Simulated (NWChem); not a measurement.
## Ionisation of hydrogen peroxide (H₂O₂)

SMILES: OO
```xyz
4

O     -0.2942     0.6453    -0.0547
O      0.2942    -0.6453    -0.0547
H      0.3673     1.1503     0.4376
H     -0.3673    -1.1503     0.4376
```
Charge 0, spin multiplicity 1.

All runs are NWChem calculations. The geometry was optimised at PBE0/def2-SVP, a minimum by its harmonic frequencies. It is one conformer; others weren't searched.

Basis set: def2-TZVP. −ε marks an orbital energy of the parent.

B3LYP has NWChem's definition, with VWN1-RPA local correlation.

Task: For the first vertical ionisation energy, −ε(HOMO) of HF gives 12.97 eV and −ε(HOMO) of B3LYP gives 7.75 eV. What do −ε(HOMO) of BLYP, −ε(HOMO) of PBE, −ε(HOMO) of M06-2X give?

Result: −ε(HOMO) of BLYP: 6.05 eV; −ε(HOMO) of PBE: 6.07 eV; −ε(HOMO) of M06-2X: 9.96 eV.
